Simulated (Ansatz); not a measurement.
# C₄H₈O: one species, many methods

One table from this session's results is given with a row withheld; the runs are named, their logs left out.

The runs use Ansatz 0.2.0, Gaussian basis; functionals in def2-TZVPP, the program's frozen cores in correlated methods.

The runs, in order: LDA (SPW92), PBE-D4, revPBE-D4, BLYP-D4, r2SCAN-D4, B97M-V, PBE0-D4, B3LYP-D4, r2SCANh-D4, r2SCAN0-D4, HSE06-D4, BHLYP-D4, CAM-B3LYP-D4, LC-ωPBE, ωB97X-V, ωB97M-V, B2PLYP, PBE-QIDH; CCSD(T)/def2-SVP; CCSD(T)/def2-TZVPP; MP2/def2-QZVPP; extrapolation to the limit; RPA on PBE.

**The relaxed structure**

All runs share one geometry, relaxed beforehand with PBE0-D4 in a triple-zeta def2 set.

SMILES `CC(C)=CO`, 13 atoms, charge 0, spin multiplicity 1.

Atoms are counted from 1 here; the program's logs count them from 0.

Bond lengths: C1–C2 1.493 Å, C1–H6 1.089 Å, C1–H7 1.096 Å, C1–H8 1.096 Å, C2–C3 1.494 Å, C2–C4 1.329 Å, C3–H9 1.096 Å, C3–H10 1.092 Å, C3–H11 1.096 Å, C4–O5 1.366 Å, C4–H12 1.087 Å, O5–H13 0.958 Å. Angles: C2–C1–H6 111.8°, C2–C1–H7 110.7°, C2–C1–H8 110.7°, H6–C1–H7 108.3°, H6–C1–H8 108.4°, H7–C1–H8 106.6°, C1–C2–C3 117.3°, C1–C2–C4 122.4°, C3–C2–C4 120.3°, C2–C3–H9 111.1°, C2–C3–H10 111.9°, C2–C3–H11 111.1°, H9–C3–H10 107.9°, H9–C3–H11 106.6°, H10–C3–H11 107.9°, C2–C4–O5 122.7°, C2–C4–H12 121.3°, O5–C4–H12 116.0° and more.

Coordinates:

```xyz
13
C4H8O
C    -1.4344   -0.1648   -0.2331
C     0.0395   -0.0913   -0.0040
C     0.8046   -1.3735   -0.0465
C     0.6670    1.0568    0.2301
O     0.0165    2.2572    0.2793
H    -1.9021    0.8176   -0.1809
H    -1.6534   -0.5993   -1.2148
H    -1.9107   -0.8136    0.5102
H     0.4361   -2.0785    0.7072
H     1.8708   -1.2182    0.1316
H     0.6937   -1.8676   -1.0184
H     1.7410    1.0895    0.3944
H     0.6518    2.9509    0.4600
```

Set-up of the first run:

The input, in.yaml:

```yaml
crystal:
  periodic: [false, false, false]
  atoms:
    - {symbol: C, position_ang: [-1.434388, -0.164800, -0.233140]}
    - {symbol: C, position_ang: [0.039513, -0.091252, -0.004029]}
    - {symbol: C, position_ang: [0.804645, -1.373504, -0.046535]}
    - {symbol: C, position_ang: [0.666952, 1.056795, 0.230092]}
    - {symbol: O, position_ang: [0.016548, 2.257165, 0.279252]}
    - {symbol: H, position_ang: [-1.902099, 0.817565, -0.180885]}
    - {symbol: H, position_ang: [-1.653390, -0.599291, -1.214825]}
    - {symbol: H, position_ang: [-1.910735, -0.813623, 0.510202]}
    - {symbol: H, position_ang: [0.436115, -2.078488, 0.707220]}
    - {symbol: H, position_ang: [1.870817, -1.218217, 0.131582]}
    - {symbol: H, position_ang: [0.693719, -1.867582, -1.018416]}
    - {symbol: H, position_ang: [1.741044, 1.089498, 0.394362]}
    - {symbol: H, position_ang: [0.651758, 2.950935, 0.460020]}
basis:
  gaussian: {orbitals: def2-TZVPP}
hamiltonian: {xc: lda}
output: {orbitals: {seedname: orbitals}}
```

Run with:

```
ansatz run in.yaml --threads 4 --pin off --events-out ev --progress --plain --max-ram 10444MiB
```

Steps of the session up to this table: LDA; PBE-D4 (GGA); revPBE-D4 (GGA); BLYP-D4 (GGA); r2SCAN-D4 (meta-GGA); B97M-V (meta-GGA); PBE0-D4 (hybrid); B3LYP-D4 (hybrid); r2SCANh-D4 (hybrid); r2SCAN0-D4 (hybrid); HSE06-D4 (hybrid); BHLYP-D4 (hybrid); CAM-B3LYP-D4 (range-separated); LC-ωPBE (range-separated); ωB97X-V (range-separated); ωB97M-V (range-separated); B2PLYP (double hybrid); PBE-QIDH (double hybrid).

One of the session's tables, all rows but one given; the rest of the session is left out.

It belongs to the step «Orbital energies across the functionals». 

| functional | HOMO (eV) | LUMO (eV) | gap (eV) |
| --- | --- | --- | --- |
| LDA (SPW92) | -5.01 | -0.03 | 4.97 |
| PBE-D4 | -4.86 | 0.10 | 4.95 |
| revPBE-D4 | -4.80 | 0.13 | 4.93 |
| BLYP-D4 | -4.74 | 0.02 | 4.76 |
| r2SCAN-D4 | -5.03 | 0.44 | 5.47 |
| B97M-V | -5.10 | 0.39 | 5.49 |
| PBE0-D4 | -6.03 | 0.99 | 7.02 |
| B3LYP-D4 | -5.83 | 0.59 | 6.43 |
| r2SCANh-D4 | -5.48 | 0.80 | 6.28 |
| r2SCAN0-D4 | -6.15 | 1.34 | 7.49 |
| HSE06-D4 | ? | ? | ? |
| BHLYP-D4 | -7.09 | 1.61 | 8.70 |
| CAM-B3LYP-D4 | -7.36 | 1.75 | 9.11 |
| LC-ωPBE | -8.68 | 3.11 | 11.79 |
| ωB97X-V | -8.33 | 2.92 | 11.25 |
| ωB97M-V | -8.25 | 2.43 | 10.67 |

Q: Estimate the row for HSE06-D4 from the others.

The run gave: HOMO (eV): -5.63; LUMO (eV): 0.63; gap (eV): 6.25. In the column «HOMO (eV)» it lies between B3LYP-D4 (-5.83) and r2SCANh-D4 (-5.48).
